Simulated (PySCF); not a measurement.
## [N2H]+: core ionisation energies

Species: protonated nitrogen molecule, N₂H (charge +1).
Geometry (GFN2-xTB, Å), atoms numbered from 1 in this order:
```xyz
3
N2H angstrom
N      1.0622    0.2090   -0.0064
N     -0.0126    0.1009   -0.0041
H     -1.0381   -0.0021   -0.0021
```

Level of theory: delta-SCF UKS SCAN, pcX-2 on the ionised atom, pcseg-1 elsewhere, spin-free X2C (PySCF). Vertical ΔSCF values, vacuum level as zero.

Question: List the computed XPS lines with their assignment.

Answer: 
```csv
atom(s),environment,level,binding energy (eV),above the level's lowest (eV),count
N1,nitrogen bonded to N,N 1s,420.80,+0.08,1
N2,nitrogen bonded to N and H,N 1s,420.72,0.00,1
```

The 2 N 1s values lie within 0.08 eV of each other; Gaussian lines of 0.5 eV full width would blend them into one maximum.

Question: What is the longest wavelength that can ionise N 1s of N2 (atom 2) vertically?

Answer: λ = hc/E = 12398.42 eV Å / 420.72 eV = 29.470 Å.

Question: Which photon energy gives electrons from N 1s of N2 a kinetic energy of 50 eV, and what is their de Broglie wavelength?

Answer: hν = 420.72 + 50 = 470.72 eV, recoil neglected; λ = 12.264 Å/√(E/eV) = 1.73 Å.

Spin contamination (⟨S²⟩ against 0.75 for a pure doublet) is marked for N 1s of N1 (0.88), which makes this value less certain. The species carries charge +1, so core ionisation leaves charge +2. Geometry: GFN2-xTB; no solvent, vibrations or thermal averaging.
